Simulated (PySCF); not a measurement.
# C3H3N3: the cost of one run

Program: PySCF 2.14.0. Level of theory: levels as typed in each script, gas phase, geometry from GFN2-xTB. These are calculated values, not measurements.

1 further run of the same task is left out (it didn't finish).

### 1 Starting geometry

SMILES `c1ncncn1`, 9 atoms, charge 0, spin multiplicity 1.

Bond lengths: C1–N2 1.322 Å, C1–N6 1.322 Å, C1–H7 1.083 Å, N2–C3 1.322 Å, C3–N4 1.322 Å, C3–H8 1.083 Å, N4–C5 1.322 Å, C5–N6 1.322 Å, C5–H9 1.083 Å. Angles: N2–C1–N6 125.2°, N2–C1–H7 117.4°, N6–C1–H7 117.4°, C1–N2–C3 114.8°, N2–C3–N4 125.2°, N2–C3–H8 117.4°, N4–C3–H8 117.4°, C3–N4–C5 114.8°, N4–C5–N6 125.2°, N4–C5–H9 117.4°, N6–C5–H9 117.4°, C1–N6–C5 114.8°.

Coordinates:

```mol
C3H3N3
  3D, bonds by distance, orders not assigned

  9  9  0  0  0  0  0  0  0  0999 V2000
    0.4354    1.2101    0.0000 C   0  0
    1.3343    0.2403    0.0000 N   0  0
    0.8303   -0.9821    0.0000 C   0  0
   -0.4590   -1.2757    0.0000 N   0  0
   -1.2657   -0.2280    0.0000 C   0  0
   -0.8753    1.0353    0.0000 N   0  0
    0.8021    2.2292    0.0000 H   0  0
    1.5295   -1.8092    0.0000 H   0  0
   -2.3316   -0.4200    0.0000 H   0  0
  1  2  8  0
  2  3  8  0
  3  4  8  0
  4  5  8  0
  5  6  8  0
  1  7  8  0
  3  8  8  0
  5  9  8  0
  1  6  8  0
M  END
```

### 2 Density, bond paths and surface potential (BP86/def2-svp)

input.py

```python
import numpy as np
from pyscf import gto, scf, dft
from pyscf.scf import atom_ks, atom_hf
from scipy.linalg import block_diag

def solve(mol, dm0=None, hcore=None):
    mf = (dft.UKS if mol.spin else dft.RKS)(mol, xc='bp86')
    mf.grids.level = 3
    mf = mf.density_fit(auxbasis='def2-universal-jkfit')
    mf.conv_tol, mf.max_cycle = 1e-8, 80
    if hcore is not None:
        mf.get_hcore = lambda *args: hcore
    mf.kernel(dm0)
    if not mf.converged:
        mf = mf.newton().run(mf.mo_coeff, mf.mo_occ, max_cycle=30)
    assert mf.converged, 'SCF not converged'
    return mf

mol = gto.M(atom='''
C      0.43542     1.21013     0.00000
N      1.33428     0.24033     0.00000
C      0.83029    -0.98215     0.00000
N     -0.45900    -1.27569     0.00000
C     -1.26571    -0.22798     0.00000
N     -0.87527     1.03535     0.00000
H      0.80207     2.22918     0.00000
H      1.52950    -1.80920     0.00000
H     -2.33156    -0.41998     0.00000
''', basis='def2-svp', charge=0, spin=0, verbose=4)
mf = solve(mol)
mf.analyze()
# spherically averaged free atoms, for the promolecule
atm = atom_ks.get_atm_nrks(mol, xc='bp86')
pro = block_diag(*[(atm[a[0]][2] * atm[a[0]][3]) @ atm[a[0]][2].T for a in mol._atom])
np.savez('result.npz', e=mf.e_tot, c=mf.mo_coeff, occ=mf.mo_occ, eps=mf.mo_energy, pro=pro, dip=mf.dip_moment(verbose=0), s2=mf.spin_square()[0])
```

Command:

```
> OMP_NUM_THREADS=1 python input.py
```

Q: Estimate wall time and peak memory on 1 thread of Arm Neoverse V1, shared host.

About 11 s, with a peak of 0.4 GiB.
